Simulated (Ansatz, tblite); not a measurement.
# CoBr2: one state, many levels

Aim: run the quartet of CoBr2 at one geometry on many levels, and compare frontier levels, spin and run time.

The runs use Ansatz 0.2.0, Gaussian basis; as each input shows.

Levels to be run: GFN1-xTB, GFN2-xTB, PBE-D4/def2-TZVP, r2SCAN-D4/def2-TZVP, CAM-B3LYP-D4/def2-TZVP, B2PLYP/def2-TZVP, LC-ωPBE/def2-TZVP, HSE06-D4/def2-TZVP, PBE-QIDH/def2-TZVP, ωB97X-V/def2-TZVP, LDA/def2-TZVP, HF/def2-TZVP, BLYP-D4/def2-TZVP, BHLYP-D4/def2-TZVP, revPBE-D4/def2-TZVP, r2SCANh-D4/def2-TZVP, B3LYP-D4/def2-TZVP, PBE-D4/def2-SVP, PBE0-D4/def2-SVP, HF/STO-3G, PBE0-D4/def2-TZVPD, PBE-D4/def2-TZVPD, r2SCAN-D4/def2-TZVPD, CCSD(T)/def2-SVP, MP2/def2-TZVP, RPA/def2-TZVP.

12 further runs of the same task are left out: 12 that didn't finish.

### 1 The structure

The quartet was relaxed beforehand with PBE0-D4/def2-TZVP.

3 atoms, charge 0, spin multiplicity 4.

Bond lengths: Co1–Br2 2.231 Å, Co1–Br3 2.231 Å. Angles: Br2–Co1–Br3 180.0°.

Formally the metal is d7. No spin-orbit coupling is included.

PBE0-D4/def2-TZVP was run before; its log isn't repeated, and its numbers join the tables.

### 2 GFN1-xTB

Tight binding, by tblite at 300 K electronic temperature and without a spin-polarisation term:

```python
tblite.interface.Calculator('GFN1-xTB', numbers, positions, charge=0, uhf=3).singlepoint()
```

Energy -305.8539 eV; 0.007 s.

### 3 GFN2-xTB

Tight binding, by tblite at 300 K electronic temperature and without a spin-polarisation term:

```python
tblite.interface.Calculator('GFN2-xTB', numbers, positions, charge=0, uhf=3).singlepoint()
```

Energy -321.7308 eV; 0.007 s.

### 4 PBE-D4/def2-TZVP

start.molden holds the orbitals of an earlier run on this state, given as this run's starting guess.

Input file in.yaml:

```yaml
crystal:
  periodic: [false, false, false]
  atoms:
    - {symbol: Co, position_ang: [-0.000512, -0.000291, -0.000005]}
    - {symbol: Br, position_ang: [-0.015633, -0.019751, 2.231023]}
    - {symbol: Br, position_ang: [0.016135, 0.020042, -2.231017]}
basis:
  gaussian: {orbitals: def2-TZVP, initial_orbitals: start.molden}
magnetization: {spin_polarized: true, initial_magnetization: 3}
hamiltonian: {xc: pbe, dispersion: d4}
scf: {omitted_lower_state_checks: [starts]}
output: {forces: true, orbitals: {seedname: orbitals}}
```

Started as:

```console
$ ansatz run in.yaml --threads 2 --pin off --events-out ev --progress --plain --max-ram 4352MiB
```

Further steps of the session: r2SCAN-D4/def2-TZVP; CAM-B3LYP-D4/def2-TZVP; B2PLYP/def2-TZVP; LC-ωPBE/def2-TZVP; HSE06-D4/def2-TZVP; PBE-QIDH/def2-TZVP; ωB97X-V/def2-TZVP; LDA/def2-TZVP; HF/def2-TZVP; BLYP-D4/def2-TZVP; BHLYP-D4/def2-TZVP; revPBE-D4/def2-TZVP; r2SCANh-D4/def2-TZVP; B3LYP-D4/def2-TZVP; PBE-D4/def2-SVP; PBE0-D4/def2-SVP; HF/STO-3G; PBE0-D4/def2-TZVPD; PBE-D4/def2-TZVPD; r2SCAN-D4/def2-TZVPD; CCSD(T)/def2-SVP; MP2/def2-TZVP; RPA/def2-TZVP.

Before running them: what should the planned runs give, taken together? Wanted: gap in def2-TZVP, named functionals and Hartree-Fock, smallest and largest; correlation energy, CCSD(T)/def2-SVP; correlation energy, MP2/def2-TZVP; binding an atom, CCSD(T)/def2-SVP; ⟨S²⟩ in def2-TZVP, named functionals and Hartree-Fock, smallest and largest; PBE0 total energy, smallest basis above largest.

The runs gave:

| quantity | value |
| --- | --- |
| gap in def2-TZVP, named functionals and Hartree-Fock, smallest and largest | 0.52 eV (PBE-D4), 12.81 eV (HF) |
| correlation energy, CCSD(T)/def2-SVP | -20.75 eV |
| correlation energy, MP2/def2-TZVP | -27.54 eV |
| binding an atom, CCSD(T)/def2-SVP | 2.135 eV |
| ⟨S²⟩ in def2-TZVP, named functionals and Hartree-Fock, smallest and largest | 3.758, 3.762 |
| PBE0 total energy, smallest basis above largest | 22.33 eV (def2-SVP, def2-TZVPD) |

**Reading.** Orbital gaps of the named functionals and Hartree-Fock in def2-TZVP span 0.52 eV (PBE-D4) to 12.81 eV (HF); exact exchange widens it. The functionals in def2-TZVP miss CCSD(T)/def2-SVP by +0.113 (B2PLYP) to +0.709 eV (LDA) an atom. The yardstick is in a double-zeta basis, so levels in larger sets aren't compared like for like. CCSD(T)/def2-SVP isn't at the basis-set limit; small misses against it rank nothing. LDA leaves an empty level below a filled one, so this occupation isn't an aufbau state there; left out of the range. Over the named functionals and Hartree-Fock in def2-TZVP spin contamination reaches 0.01 (HF), which is small.
